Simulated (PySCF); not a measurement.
# Unknown compound

The spectra below were simulated for a compound C₃H₅NS.

1H NMR (600 MHz, computed): δ 3.30 (q, 2H), 1.38 (t, 3H).

13C{1H} NMR (computed): δ 143.0 (C), 42.9 (CH2), 19.5 (CH3).

- GIAO B97-2/pcSseg-2 shieldings
- PBE0-D3(BJ)/def2-TZVP structure
- code: PySCF
- a single conformation, one averaged value for each set of equivalent atoms, no relativistic terms, isolated molecule

Shifts are taken against calculated references (same method and geometry level): TMS for 1H (31.64 ppm), 13C (185.38 ppm).

Propose a structure and justify it.

Answers


Rings plus π bonds: 2. 3 carbon signals for 3 carbons: no two carbons are equivalent. Carbon types of the structure: 1 × C, 1 × CH2, 1 × CH3, which accounts for all hydrogens. δC 143.0: central carbon of a heterocumulene. δC 42.9: sp3 CH2 bonded to N; pulled downfield by the heteroatom. δC 19.5: methyl carbon; a saturated carbon with 1 carbon neighbour and no heteroatom attached. δH 3.30: hydrogen on an sp3 CH2 bonded to N; its carbon carries N, which withdraws density. δH 1.38: hydrogen on a methyl carbon.

These data were computed for Ethyl isothiocyanate (CCN=C=S).

This is the structure that produced the data.

Shifts are as computed. Against solution values, carbons near 30 ppm lie about +3 ppm off and those near 130 ppm about +7 ppm. Of 1211 compounds with measured shifts, 218 miss one by over three times the rms of a fit or turn the order of signals round; such compounds aren't used in these exercises. Multiplicities follow the n + 1 count of equivalent neighbours, as no J values were calculated; m marks all less simple cases, F and P coupling included.
